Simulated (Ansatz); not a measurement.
Compare A (`C/C=C(/C)F`) with its isomer B (`FC1CCC1`).

Gas-phase electronic energies from Ansatz, PBE0-D4/def2-TZVP geometries. CBS: MP2 limit from def2 TZ/QZ plus the TZ coupled-cluster correction, frozen cores. DFT in def2-TZVPP. B3LYP here is the variant with VWN-RPA as its local correlation; programs differ in this.

Question: Which is lower in electronic energy at CCSD(T)/CBS, and by how much? (An estimate is asked.)

Answer: Computed: A, by 7.3 kcal/mol.

Question: Give E(B) − E(A) in kcal/mol with PBE0-D4, B3LYP, B3LYP-D4, LDA (SPW92), BLYP-D4, r2SCAN-D4, CCSD(T)/def2-TZVPP. (Estimate.)

Answer: Ansatz gave: PBE0-D4 5.8, B3LYP 11.6, B3LYP-D4 11.1, LDA (SPW92) 5.4, BLYP-D4 13.2, r2SCAN-D4 9.1, CCSD(T)/def2-TZVPP 7.0. None reverses the order clearly.

Question: Does the order hold for the free energy at 298.15 K (harmonic terms from PBE0-D4)? (Best estimate.)

Answer: Ansatz gave: Yes: G(B) − G(A) = +10.1 kcal/mol.

Largest T1 diagnostic: 0.011.

From r2SCAN to r2SCAN0 (25 % exact exchange), in def2-TZVPP and without D4, E(B) − E(A) moves by −2.2 kcal/mol. Leaving LDA and LC-ωPBE aside and taking each functional with its dispersion term where it has one, the values, not all of them listed here, spread over 8.9 kcal/mol, from PBE-QIDH to BLYP-D4. LDA lies −3.0 kcal/mol from PBE without D4.
